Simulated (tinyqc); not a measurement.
Hueckel theory of the pi electrons with the omega technique, for the molecule c1ccoc1 (SMILES; centres numbered as the heavy atoms are written), step by step. Computed by tinyqc, a small Python program that keeps every step. Settings: charge = 0, omega = 1.4, damping = 0. Command: `OMP_NUM_THREADS=1 python tinyqc.py 26289 26290 out.jsonl` (the two numbers bound the seeds that draw the settings). One thread of a shared host (Intel(R) Xeon(R) Processor @ 2.60GHz), about 0.01 s of CPU time with the checks.

Centres:
```
centre  z_r, pi electrons of the neutral centre         h
1C                                            1  0.000000
2C                                            1  0.000000
3C                                            1  0.000000
4O                                            2  2.000000
5C                                            1  0.000000
```

Bonds:
```
i  j         k
1  2         1
2  3         1
3  4  0.800000
4  5  0.800000
5  1         1
```

Each round sets h_r = h_r(0) + omega (z_r - P_rr), keeping the share named as damping of the old diagonal; repeat until output and input diagonals agree to 1e-6.

Rounds:
```
round   sum n x  largest |h(out) - h(in)|
1      9.131415                  2.92e-01
2      9.350125                  5.72e-02
3      9.311711                  3.92e-02
4      9.315674                  3.14e-02
5      9.316661                  2.60e-02
6      9.314945                  2.17e-02
7      9.316404                  1.82e-02
8      9.315092                  1.52e-02
9      9.316144                  1.27e-02
10     9.315229                  1.06e-02
11     9.315970                  8.90e-03
12     9.315333                  7.44e-03
13     9.315854                  6.23e-03
14     9.315410                  5.21e-03
15     9.315776                  4.36e-03
16     9.315465                  3.65e-03
17     9.315722                  3.05e-03
18     9.315505                  2.55e-03
19     9.315685                  2.14e-03
20     9.315534                  1.79e-03
21     9.315660                  1.49e-03
22     9.315554                  1.25e-03
23     9.315642                  1.05e-03
24     9.315568                  8.75e-04
25     9.315630                  7.32e-04
26     9.315578                  6.13e-04
27     9.315621                  5.13e-04
28     9.315585                  4.29e-04
29     9.315615                  3.59e-04
30     9.315590                  3.00e-04
31     9.315611                  2.51e-04
32     9.315593                  2.10e-04
33     9.315608                  1.76e-04
34     9.315596                  1.47e-04
35     9.315606                  1.23e-04
36     9.315598                  1.03e-04
37     9.315605                  8.62e-05
38     9.315599                  7.21e-05
39     9.315604                  6.03e-05
40     9.315600                  5.05e-05
```

Can the last value be used, and what does the course show?

Not by the stop rule, although the second column moves by less than 1e-05 over the last three steps. Not converged within 40 rounds: the residual falls steadily but slowly, by a factor of about 0.84 a step. Reruns: damping 0.5: converged in 16; damping 0.8: not converged.
